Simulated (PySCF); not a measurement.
**Relaxation of singlet SiH₄**

All numbers come from PySCF, B3LYP, basis Si def2-TZVP, H def2-TZVP (no relativity, density fitting). A (50,194) grid was used.

A hand-made square planar start, of D4h symmetry, held to at least that symmetry:

Coordinates in bohr (charge 0 multiplicity 1):
```
Si    0.0000    0.0000    0.0000
H     2.7968    0.0000    0.0000
H     0.0000    2.7968    0.0000
H    -2.7968    0.0000    0.0000
H     0.0000   -2.7968    0.0000
```

At each step, columns x, y, z (Å) and Fx, Fy, Fz (eV/Å):

```
step 0  E − E(last) = 9.43 kJ/mol
Si   0.000   0.000   0.000   0.000   0.000   0.000
H    1.480   0.000   0.000   0.928   0.000   0.000
H    0.000   1.480   0.000   0.000   0.928   0.000
H   -1.480   0.000   0.000  -0.928   0.000   0.000
H    0.000  -1.480   0.000   0.000  -0.928   0.000
step 1  E − E(last) = 0.76 kJ/mol
Si   0.000   0.000   0.000   0.000   0.000   0.000
H    1.519   0.000   0.000   0.248   0.000   0.000
H    0.000   1.519   0.000   0.000   0.248   0.000
H   -1.519   0.000   0.000  -0.248   0.000   0.000
H    0.000  -1.519   0.000   0.000  -0.248   0.000
step 2  E − E(last) = 0.01 kJ/mol
Si   0.000   0.000   0.000   0.000   0.000   0.000
H    1.533   0.000   0.000   0.028   0.000   0.000
H    0.000   1.533   0.000   0.000   0.028   0.000
H   -1.533   0.000   0.000  -0.028   0.000   0.000
H    0.000  -1.533   0.000   0.000  -0.028   0.000
step 3  E − E(last) = 0.00 kJ/mol
Si   0.000   0.000   0.000   0.000   0.000   0.000
H    1.535   0.000   0.000   0.001   0.000   0.000
H    0.000   1.535   0.000   0.000   0.001   0.000
H   -1.535   0.000   0.000  -0.001   0.000   0.000
H    0.000  -1.535   0.000   0.000  -0.001   0.000
```

It ends at D4h with Si–H 1.535 Å (×4); H–Si–H 90.0° (×4), H–Si–H 180.0° (×2). No frequency check is given, so it may be a saddle point. Other isomers or separated fragments may lie lower.

The relaxation took 2.1 s on 2 threads of a shared Arm Neoverse V1 host, with 61 basis functions and 4 gradients; the process peaked at 0.49 GiB.
